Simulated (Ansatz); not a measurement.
HfO₂ (P2₁/c, No. 14) was calculated with r²SCAN in Ansatz (plane waves, PAW).

Numerical settings: plane-wave cutoff 500 eV, 6×6×6 k mesh, gaussian smearing 0.02 eV, scalar-relativistic PAW data made under PBE.

Cell (relaxed at this level):

```yaml
crystal:
  lattice:
    - [0.00000, 5.11407, 0.01293]
    - [5.18181, 0.00000, 0.00000]
    - [0.00000, -0.85798, -5.22528]
  atoms:
    - { symbol: Hf, position: [0.72379, 0.95813, 0.79179] }
    - { symbol: Hf, position: [0.27621, 0.45813, 0.70821] }
    - { symbol: Hf, position: [0.27621, 0.04187, 0.20821] }
    - { symbol: Hf, position: [0.72379, 0.54187, 0.29179] }
    - { symbol: O, position: [0.92999, 0.66624, 0.65599] }
    - { symbol: O, position: [0.07001, 0.16624, 0.84401] }
    - { symbol: O, position: [0.07001, 0.33376, 0.34401] }
    - { symbol: O, position: [0.92999, 0.83376, 0.15599] }
    - { symbol: O, position: [0.55201, 0.24232, 0.52142] }
    - { symbol: O, position: [0.44799, 0.74232, 0.97858] }
    - { symbol: O, position: [0.44799, 0.75768, 0.47858] }
    - { symbol: O, position: [0.55201, 0.25768, 0.02142] }
```

Q: Estimate the band gap that the calculation returns.

A: 
band gap: 4.59 eV (on the SCF k mesh)

Measured, for comparison: band gap 5.7 eV (temperature not stated, no zero-point or thermal correction, our sources range from 5.70 to 5.84; as tabulated in Choudhary et al. (2018), arXiv:1804.01032).

Note: the relaxation could not lower the start's symmetry, so the cell can be a saddle point above a distorted one.

Spin–orbit coupling is not included.

Static lattice: no zero-point or thermal effects.

Computing time: roughly 8 core-minutes.

Ansatz is a first-principles code.
